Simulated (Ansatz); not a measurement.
Cohesive energy (eV/atom) of solids drawn from the class of elemental solids other than molecular ones, at two levels: LDA (plane waves, PAW; Ansatz, a first-principles code), and PBEsol in Ansatz (PAW).

```csv
solid,LDA,PBEsol,shift (eV/atom)
hcp Cd,1.52,1.20,-0.32
bcc Fe,6.45,5.67,-0.78
bcc Ta,9.58,8.95,-0.63
hcp Os,10.31,9.49,-0.82
fcc Ag,3.64,3.09,-0.55
bcc Li,1.80,1.68,-0.12
hcp Ti,6.45,5.83,-0.62
hcp Sc,4.89,4.54,-0.35
fcc Al,4.00,3.81,-0.19
hcp Tc,8.80,7.85,-0.95
```

The shifts run from -0.95 eV/atom to -0.12 eV/atom, with a median of -0.59 eV/atom.

Over all 10 rows PBEsol is the larger in 0.

Ansatz's runs of these crystals have no spin polarisation, but for bcc Fe.

Density-functional runs with spin start from parallel moments for bcc Fe.

Spin–orbit coupling is left out, also for the solids with elements from indium on (bcc Ta, hcp Os); its size isn't shown.

Free atoms are spin-polarised, in the lowest state found; at levels without +SOC their spin–orbit coupling is left out. Each level is taken at its own relaxed cell. Ansatz's density-functional and Hartree–Fock values are scalar-relativistic unless marked +SOC, with PAW data made under PBE.
